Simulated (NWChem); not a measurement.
The numbers come from NWChem runs, not from measurements. System: C$_{2}$F$_{4}$, charge 0, spin multiplicity 3, displaced from the optimised geometry. The structure started from a generated list of species. Its SCF solution wasn't tested for a lower state.

Input file:

```
start mol
memory heap 200 mb stack 800 mb global 1000 mb
geometry units angstroms nocenter noautoz
  F      1.310801    -1.109929     0.134651
  C      0.783769     0.000000    -0.403954
  F      1.310801     1.109929     0.134651
  C     -0.783769     0.000000    -0.403954
  F     -1.310801     1.109929     0.134651
  F     -1.310801    -1.109929     0.134651
  symmetry group C2v
end
basis spherical
  * library def2-svp
end
dft
  xc becke88 perdew86
  odft
  mult 3
  semidirect memsize 60000000 filesize 0
  iterations 100
  convergence nodiis damp 40
end
task dft gradient
```

The output up to the point where the run's verdict is printed (cleaned and shortened):

```
             Northwest Computational Chemistry Package (NWChem) 7.3.0
             --------------------------------------------------------

                                NWChem Input Module
                                -------------------

 Scaling coordinates for geometry "geometry" by  1.889725989
 (inverse scale =  0.529177249)

 Turning off AUTOSYM since
 SYMMETRY directive was detected!

                             Geometry "geometry" -> ""
                             -------------------------

 Output coordinates in angstroms (scale by  1.889725989 to convert to a.u.)

  No.       Tag          Charge          X              Y              Z
 ---- ---------------- ---------- -------------- -------------- --------------
    1 F                    9.0000     1.31080100    -1.10992900     0.13465100
    2 C                    6.0000     0.78376900     0.00000000    -0.40395400
    3 F                    9.0000     1.31080100     1.10992900     0.13465100
    4 C                    6.0000    -0.78376900     0.00000000    -0.40395400
    5 F                    9.0000    -1.31080100     1.10992900     0.13465100
    6 F                    9.0000    -1.31080100    -1.10992900     0.13465100

 Effective nuclear repulsion energy (a.u.)     240.6479364880

            Nuclear Dipole moment (a.u.)
            ----------------------------
        X                 Y               Z
 ---------------- ---------------- ----------------
     0.0000000000     0.0000000000    -0.0000226767

      Symmetry information
      --------------------

 Group name             C2v
 Group number             16
 Group order               4
 No. of unique centers     2

      Symmetry unique atoms

     1    2


 Summary of "ao basis" -> "" (spherical)
 ------------------------------------------------------------------------------
       Tag                 Description            Shells   Functions and Types
 ---------------- ------------------------------  ------  ---------------------
 *                          def2-svp                  on all atoms

  perdew86 is a nonlocal functional; adding perdew81 local functional.
[...]
 d= 0,ls=0.5         73   -448.3184083060 -3.22D+01  2.08D-01              10.7
                                                     2.04D-01
 d= 0,ls=0.5         74   -416.1528222888  3.22D+01  2.08D-01              10.8
                                                     2.04D-01
 d= 0,ls=0.5         75   -448.3184083060 -3.22D+01  2.08D-01              10.9
                                                     2.04D-01
 d= 0,ls=0.5         76   -416.1528222888  3.22D+01  2.08D-01              11.1
                                                     2.04D-01
 d= 0,ls=0.5         77   -448.3184083060 -3.22D+01  2.08D-01              11.2
                                                     2.04D-01
 d= 0,ls=0.5         78   -416.1528222888  3.22D+01  2.08D-01              11.3
                                                     2.04D-01
 d= 0,ls=0.5         79   -448.3184083060 -3.22D+01  2.08D-01              11.5
                                                     2.04D-01
 d= 0,ls=0.5         80   -416.1528222888  3.22D+01  2.08D-01              11.6
                                                     2.04D-01
 d= 0,ls=0.5         81   -448.3184083060 -3.22D+01  2.08D-01              11.8
                                                     2.04D-01
 d= 0,ls=0.5         82   -416.1528222888  3.22D+01  2.08D-01              11.9
                                                     2.04D-01
 d= 0,ls=0.5         83   -448.3184083060 -3.22D+01  2.08D-01              12.0
                                                     2.04D-01
 d= 0,ls=0.5         84   -416.1528222888  3.22D+01  2.08D-01              12.2
                                                     2.04D-01
 d= 0,ls=0.5         85   -448.3184083060 -3.22D+01  2.08D-01              12.3
                                                     2.04D-01
 d= 0,ls=0.5         86   -416.1528222888  3.22D+01  2.08D-01              12.4
                                                     2.04D-01
 d= 0,ls=0.5         87   -448.3184083060 -3.22D+01  2.08D-01              12.6
                                                     2.04D-01
 d= 0,ls=0.5         88   -416.1528222888  3.22D+01  2.08D-01              12.7
                                                     2.04D-01
 d= 0,ls=0.5         89   -448.3184083060 -3.22D+01  2.08D-01              12.8
                                                     2.04D-01
 d= 0,ls=0.5         90   -416.1528222888  3.22D+01  2.08D-01              13.0
                                                     2.04D-01
 d= 0,ls=0.5         91   -448.3184083060 -3.22D+01  2.08D-01              13.1
                                                     2.04D-01
 d= 0,ls=0.5         92   -416.1528222888  3.22D+01  2.08D-01              13.3
                                                     2.04D-01
 d= 0,ls=0.5         93   -448.3184083060 -3.22D+01  2.08D-01              13.4
                                                     2.04D-01
 d= 0,ls=0.5         94   -416.1528222888  3.22D+01  2.08D-01              13.5
                                                     2.04D-01
 d= 0,ls=0.5         95   -448.3184083060 -3.22D+01  2.08D-01              13.7
                                                     2.04D-01
 d= 0,ls=0.5         96   -416.1528222888  3.22D+01  2.08D-01              13.8
                                                     2.04D-01
 d= 0,ls=0.5         97   -448.3184083060 -3.22D+01  2.08D-01              13.9
                                                     2.04D-01
 d= 0,ls=0.5         98   -416.1528222888  3.22D+01  2.08D-01              14.1
                                                     2.04D-01
 d= 0,ls=0.5         99   -448.3184083060 -3.22D+01  2.08D-01              14.2
                                                     2.04D-01
 d= 0,ls=0.5        100   -416.1528222888  3.22D+01  2.08D-01              14.4
                                                     2.04D-01
```

Convergence was not reached. The next line reads: Calculation failed to converge. NWChem stopped with the message: dft gradient failed.
